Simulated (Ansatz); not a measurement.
# C5H7: the cost of one run

Program: Ansatz 0.2.0 through its Python package. The levels of theory stand in the script. These are calculated values, not measurements.

### Step 1. The structure

Bond lengths: C1–C2 1.200 Å, C2–C3 1.422 Å, C3–C4 1.495 Å, C3–C5 1.495 Å, C1–H6 1.065 Å, C4–H7 1.095 Å, C4–H8 1.095 Å, C4–H9 1.095 Å, C5–H10 1.095 Å, C5–H11 1.095 Å, C5–H12 1.095 Å. Angles (14 of 17 angles, heavy atoms first): C1–C2–C3 180.0°, C2–C3–C4 121.2°, C2–C3–C5 121.2°, C4–C3–C5 117.7°, C2–C1–H6 180.0°, C3–C4–H7 110.4°, C3–C4–H8 111.7°, C3–C4–H9 110.4°, C3–C5–H10 110.4°, C3–C5–H11 110.4°, C3–C5–H12 111.7°, H7–C4–H8 107.9°, H7–C4–H9 108.5°, H8–C4–H9 107.9°.

No structure file is read: the coordinates are typed or built in the script.

### Step 2. The code

Input file methods_c5h7.py:

```python
"""C5H7(+) at several levels of theory."""

from pathlib import Path
import argparse

import ansatz as az
import numpy as np

parser = argparse.ArgumentParser(description="C5H7(+) at several levels of theory.")
parser.add_argument("--basis", required=True, help="basis")
parser.add_argument("--charge", type=int, required=True, help="electrons removed")
args = parser.parse_args()

geometry_ang = [
    ("C", [2.2276, -1.3316, 0.0146]),
    ("C", [1.1976, -0.7159, 0.0079]),
    ("C", [-0.0231, 0.0138, -0.0001]),
    ("C", [-1.3352, -0.6718, 0.2049]),
    ("C", [-0.0384, 1.493, -0.2139]),
    ("H", [3.1417, -1.8781, 0.0206]),
    ("H", [-1.8416, -0.2688, 1.0876]),
    ("H", [-1.2095, -1.7495, 0.3514]),
    ("H", [-1.9824, -0.5235, -0.6653]),
    ("H", [-0.4838, 1.9978, 0.6491]),
    ("H", [-0.6246, 1.743, -1.1038]),
    ("H", [0.9717, 1.8917, -0.353]),
]
geometry = az.Crystal.molecule()
for symbol, xyz in geometry_ang:
    geometry = geometry.atom(symbol, xyz)

calculation = geometry.calculation().basis(gaussian=args.basis).charge(args.charge)

print("functional    E (Ha)        dipole (D)   HOMO (eV)  LUMO (eV)")
for name in ["r2scan", "pbe", "cam_b3lyp", "hf"]:
    rep = calculation.functional(name).forces().orbitals().run(threads=1, runs_dir="runs").report
    lines = Path(rep["orbitals_path"]).read_text().splitlines()
    field_of = lambda key: [line.split("=")[1].strip() for line in lines if line.startswith(key)]
    orbitals = [(27.211386 * float(e), s, float(n)) for e, s, n in zip(field_of("Ene="), field_of("Spin="), field_of("Occup="))]
    homo = max(e for e, _, n in orbitals if n > 0.5)
    lumo = min(e for e, _, n in orbitals if n < 0.5)
    dipole = 4.803205 * np.linalg.norm(rep["charge_distribution"]["dipole_moment_e_ang"])
    print(f"{name:10s} {rep['free_energy_ev'] / 27.211386246:14.6f} {dipole:9.3f} {homo:11.3f} {lumo:10.3f}")
```

### Step 3. What the engine is handed

The engine receives this input (first run):

```yaml
crystal:
  periodic: [false, false, false]
  atoms:
    - { symbol: C, position_ang: [2.2276, -1.3316, 0.0146] }
    - { symbol: C, position_ang: [1.1976, -0.7159, 0.0079] }
    - { symbol: C, position_ang: [-0.0231, 0.0138, -0.0001] }
    - { symbol: C, position_ang: [-1.3352, -0.6718, 0.2049] }
    - { symbol: C, position_ang: [-0.0384, 1.493, -0.2139] }
    - { symbol: H, position_ang: [3.1417, -1.8781, 0.0206] }
    - { symbol: H, position_ang: [-1.8416, -0.2688, 1.0876] }
    - { symbol: H, position_ang: [-1.2095, -1.7495, 0.3514] }
    - { symbol: H, position_ang: [-1.9824, -0.5235, -0.6653] }
    - { symbol: H, position_ang: [-0.4838, 1.9978, 0.6491] }
    - { symbol: H, position_ang: [-0.6246, 1.743, -1.1038] }
    - { symbol: H, position_ang: [0.9717, 1.8917, -0.353] }
basis:
  gaussian:
    orbitals: def2-SVP
hamiltonian:
  xc: r2scan
total_charge: 1.0
output:
  orbitals: {}
  forces: true
```

### Step 4. The run

Launch:

```console
$ python methods_c5h7.py --basis def2-SVP --charge 1
```

**Question.** How long does this script take on 1 thread of Arm Neoverse V2, shared host, and how much memory does it need?

About 13 s, with a peak of 0.31 GiB.
